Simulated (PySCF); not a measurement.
# HCl: bond curves at several levels of theory

One job finds the state of HCl, follows it along the bond with each method and fits the curves.

The runs use PySCF 2.14.0; H aug-cc-pVDZ, Cl aug-cc-pV(D+d)Z, no relativity.

## 1. The job

The job is set up so:

| Property | Result |
| --- | --- |
| atoms | H, Cl |
| charge | 0 |
| basis | H aug-cc-pVDZ, Cl aug-cc-pV(D+d)Z |
| Hamiltonian | no relativity |
| basis functions | 41 |
| electrons treated | 18 |
| masses in u | 1.0078, 34.9689 |
| levels | PBE0, PBE, r²SCAN, r²SCAN0, B2PLYP, BLYP, HF, MP2, SCS-MP2, CCSD, CCSD(T) |
| grid | 80 radial by 434 angular points |
| occupations | held fixed by the projection of orbital angular momentum |
| dissociation limit | H + Cl, each in its ground configuration |
| starting distance in angstrom | 1.290 |
| values of 2S to try | 0, 2 |

Started as:

```
$ OMP_NUM_THREADS=1 python dia.py task.json out
```

The runs that follow: First curve: PBE0; Excited determinants; PBE; r²SCAN (meta-GGA); r²SCAN0; B2PLYP; BLYP (GGA); RHF (mean field); Correlated methods on the Hartree–Fock reference.

What does the calculation give? Wanted: for each run, Re; ωe; De; μ.

The runs gave:

Lowest PBE0 solution found, without spin–orbit coupling: ¹Σ⁺ (singlet), closed shell. The other levels ran on it alone.

```tsv
level	Re (Å)	ωe (cm⁻¹)	De (eV)	μ (D)
RHF	1.272	3141	3.33	-1.21
RHF-MP2	1.283	3036	4.41	n/a
RHF-SCS-MP2	1.285	3020	4.40	n/a
RHF-CCSD	1.286	3004	4.37	n/a
RHF-CCSD(T)	1.287	2985	4.42	n/a
PBE	1.297	2889	4.60	-1.11
BLYP	1.300	2840	4.50	-1.09
r²SCAN	1.288	2967	4.60	-1.16
PBE0	1.286	2993	4.53	-1.15
r²SCAN0	1.281	3032	4.53	-1.18
B2PLYP	1.286	2982	4.48	-1.17
```

De is counted to H + Cl in their ground configurations. A positive dipole means H(−)Cl(+).

Differences from CCSD(T) in the same basis:

```tsv
level	Re (mÅ)	ωe (%)
RHF	-15	+5.2
RHF-MP2	-4	+1.7
RHF-SCS-MP2	-3	+1.2
RHF-CCSD	-2	+0.6
PBE	+10	-3.2
BLYP	+13	-4.9
r²SCAN	0	-0.6
PBE0	-1	+0.3
r²SCAN0	-6	+1.6
B2PLYP	-1	-0.1
```

**Reading.** Against CCSD(T) in the same basis, the bond length is nearest at r²SCAN (0 mÅ) and farthest at RHF (-15 mÅ); the wavenumber is nearest at B2PLYP (-0.1 %) and farthest at RHF (+5.2 %). Hartree–Fock falls on the short and stiff side, its usual fault. PBE gives a bond that is too long and too soft, as GGAs tend to. CCSD(T) in a basis this small is itself some way from its limit, more so than the functionals. Among the levels with a De in the table, it runs from 3.33 eV (RHF) to 4.60 eV (r²SCAN).

Correlated steps freeze 5 core orbitals. B2PLYP dipoles, levels and charges come from its SCF part alone.
